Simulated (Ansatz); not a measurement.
Smallest direct gap on the k points sampled of litharge PbO at several levels of theory

No measured value is used here.

```tsv
level (code)	value (eV)
LDA+SOC (Ansatz)	2.11
PBE+SOC (Ansatz)	2.19
PBEsol+SOC (Ansatz)	2.11
r²SCAN+SOC (Ansatz)	2.58
HSE06+SOC (Ansatz)	3.06
PBE0 (Ansatz)	3.93
G0W0@HSE06 (Ansatz)	3.56
```

At these levels the smallest gap is indirect and lower: LDA+SOC 1.12, PBE+SOC 1.16, PBEsol+SOC 1.10, r²SCAN+SOC 1.46, HSE06+SOC 1.81, PBE0 2.52, G0W0@HSE06 2.33 eV. Computed values are for a static lattice. Levels without +SOC have no spin–orbit coupling; where heavier elements are present it shifts gaps, mostly down, and can invert bands.  G0W0@HSE06: filled d or f shells below the valence bands can shift G0W0 gaps through exchange with them, which wasn't tested here. G0W0@HSE06: GW on a hybrid start was not checked against another program. Values are at the measured cell. Cutoffs and k meshes differ between the levels. Ansatz's density-functional and Hartree–Fock values are scalar-relativistic unless marked +SOC, with PAW data made under PBE.

Ansatz is a first-principles code.
